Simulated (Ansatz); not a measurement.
Cubic perovskite BaTiO₃ (cubic high-temperature phase), treated with PBEsol (plane waves, PAW; Ansatz, a program for electronic structure).

Numerical settings: plane-wave cutoff 520 eV, 8×8×8 k mesh, Fermi–Dirac smearing 0.01 eV, no spin polarisation, scalar-relativistic PAW data made under PBE.

The volume scan:

```json
[
 {"V (Å³/atom)": "11.763", "E − E_lowest (meV/atom)": "28.36"},
 {"V (Å³/atom)": "12.013", "E − E_lowest (meV/atom)": "12.13"},
 {"V (Å³/atom)": "12.263", "E − E_lowest (meV/atom)": "2.92"},
 {"V (Å³/atom)": "12.513", "E − E_lowest (meV/atom)": "0.00"},
 {"V (Å³/atom)": "12.764", "E − E_lowest (meV/atom)": "2.71"},
 {"V (Å³/atom)": "13.014", "E − E_lowest (meV/atom)": "10.47"},
 {"V (Å³/atom)": "13.264", "E − E_lowest (meV/atom)": "22.75"}
]
```

Task: Fit the third-order Birch–Murnaghan equation and give B0 and B′.

Result: V0 = 12.513 Å³/atom, B0 = 180 GPa, B′ = 4.5 (fit to the energies at full precision).

Measured, for comparison: bulk modulus 162 GPa (temperature not stated, no zero-point or thermal correction, our sources range from 162 to 173; as tabulated in Matsushita et al. (2011), arXiv:1104.2769). Computed (rounded) less measured: bulk modulus +11 % (+4 % to +11 % over the range).

Note: the relaxation could not lower the start's symmetry, so the cell can be a saddle point above a distorted one.

Spin–orbit coupling is not included.

Static lattice: no zero-point or thermal effects.
